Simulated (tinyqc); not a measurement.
A ladder of methods, and size consistency: correlation methods against full CI in the sto-3g basis, for H2O, spin multiplicity 1. Computed by the program tinyqc with PySCF. All electrons correlated; +Q is the Davidson correction (1 - c0^2) E_corr. The last columns treat two copies 100 angstrom apart as one system. FCI is the lowest singlet.

Geometry (angstrom):
```
atom       x        y       z
O     0.0000   0.0000  0.0000
H     0.0000   0.8240  0.5500
H     0.0000  -0.8240  0.5500
```

RHF energy of one = -74.959227 hartree

Correlation energies (hartree):
```
method   E_corr of one  share of FCI (%)  E_corr of two at 100 angstrom  two minus twice one (mhartree)
MP2          -0.037229           70.6081                      -0.074457                          0.0000
CISD         -0.051866           98.3691                      -0.100915                          2.8170
CISD+Q       -0.053358          101.1993                      -0.106238                          0.4785
CCSD         -0.052567           99.6986                      -0.105134                          0.0000
CCSD(T)      -0.052661           99.8763                      -0.105321                          0.0000
FCI          -0.052726          100.0000                              -                               -
```

What does the comparison show, and why?

MP2 recovers 71 %, CISD 98.4 % and CCSD 99.7 % of the FCI value (c0^2 = 0.971 in CISD). MP2 and coupled cluster are size consistent, so their last column vanishes; CISD loses 2.82 mhartree, since a double excitation on each copy is a quadruple of the pair, and the Davidson correction leaves +0.48.
